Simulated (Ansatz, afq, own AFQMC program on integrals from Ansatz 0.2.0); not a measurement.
Integrals from Ansatz 0.2.0, then the random walk in our own AFQMC program (afq).

```yaml
crystal:
  periodic: [false, false, false]
  atoms:
    - {symbol: O, position_ang: [-1.734493, 0.011831, 0.000000]}
    - {symbol: H, position_ang: [-1.983802, 0.938406, 0.000000]}
    - {symbol: H, position_ang: [-0.567493, 0.011831, 0.000000]}
    - {symbol: Si, position_ang: [1.028507, 0.011831, 0.000000]}
    - {symbol: H, position_ang: [1.424942, -1.467683, 0.000000]}
basis:
  gaussian: {orbitals: cc-pVTZ}
magnetization: {spin_polarized: true, initial_magnetization: 1}
correlation: {method: ccsd_t, electrons: outside_noble_gas, hamiltonian_folder: ham}
```

```sh
$ ansatz run in.yaml --threads 1 --pin off --events-out ev --progress --plain --max-ram 16896MiB --backend cuda --devices 0, --max-vram 18GiB
```

afq runs on the folder ham with

```
--method phaseless --trial cisd --walkers 900 --populations 20 --least-time 60 --time-step 0.005 --steps-per-block 50 --equilibration-blocks 28 --max-blocks 4000 --target-error 0.00021 --factor-cut 1e-05 --start spin_pure --seed 3991 --release-times 0.24,0.51,0.99,1.62,2.4 --release-step 0.03 --release-every 3 --taylor-order 6
```

Times are imaginary, in 1/Eh. The walk had a cap of 231 s. With eight or more populations the least sampling time is a fifth of least-time, and the error comes from their spread.

Output of the walk:

```
orbitals 100  electrons 7 6  factors 620 of 626
reference energy -365.42960332 Eh
CCSD correlation -0.38891519 Eh in 15 cycles, weight of the determinant in the CISD state 0.8496
energy of the start -365.814617 Eh
 block  time / (1/Eh)  mean weight  energy / Eh
     1     0.250  0.9992  -365.813252
     2     0.500  1.0014  -365.819178
     3     0.750  0.9994  -365.824748
     4     1.000  1.0001  -365.827021
     5     1.250  0.9996  -365.828500
     7     1.750  1.0007  -365.833042
     9     2.250  1.0004  -365.831249
    13     3.250  1.0007  -365.836685
    21     5.250  0.9996  -365.834198
    29     7.250  1.0007  -365.837302
    37     9.250  1.0001  -365.834314
    45    11.250  0.9998  -365.834735
    53    13.250  0.9997  -365.835286
    61    15.250  1.0004  -365.835293
    69    17.250  0.9994  -365.833830
    77    19.250  1.0001  -365.834757
    85    21.250  0.9992  -365.836123
    93    23.250  1.0009  -365.835524
   101    25.250  0.9992  -365.837388
   109    27.250  1.0008  -365.835779
   117    29.250  0.9998  -365.833407
   125    31.250  1.0005  -365.832730
   133    33.250  1.0002  -365.838474
   141    35.250  1.0004  -365.836695
   149    37.250  1.0005  -365.829882
   157    39.250  0.9996  -365.831578
   165    41.250  1.0000  -365.829406
   169    42.250  1.0014  -365.827966
   173    43.250  0.9990  -365.831826
   181    45.250  0.9993  -365.831776
   189    47.250  1.0006  -365.833854
   197    49.250  0.9988  -365.832974
error from the spread of 20 populations
released: time / (1/Eh)  energy / Eh  error  mean overlap
  0.24  -365.834271  0.000257  0.9950
  0.51  -365.834415  0.000244  0.9961
  0.99  -365.834503  0.000275  0.9905
  1.62  -365.819338  0.014989  0.9873
  2.40  -365.834752  0.000552  0.9798
energy -365.833870 +/- 0.000259 Eh
(rows thinned)
```

The run passed its tests (sampling time, drift between the halves within three errors, error under three times the target), which doesn't prove that it has relaxed, ending at its cap on processor time.

Against this walk (error 7.0 meV) on the same determinant: CCSD(T) 28.1 meV higher. The error is statistical and leaves out the bias of the constraint. Released to 0.99 1/Eh the energy moves by -17 ± 10 meV (both errors), within twice the noise.

Cautions: constraint bias not in the error; error above the target (7.0 against 5.7 meV); an unrestricted solution with more broken spin lies lower (42 meV, ⟨S²⟩ 1.05); unrestricted determinant slightly spin contaminated (⟨S²⟩ 0.80 against 0.75).

The walk took 3.9 min on 1 × NVIDIA H100 80GB HBM3 with 2 threads of AMD EPYC 7R13 Processor (Zen 3), with other jobs on the host (the card was shared). The log's last line is the phaseless energy.

A walk keeps the symmetry of its determinant, which the program's search chose and which needn't be the lowest solution, so a lower state of the same spin and another symmetry isn't excluded.
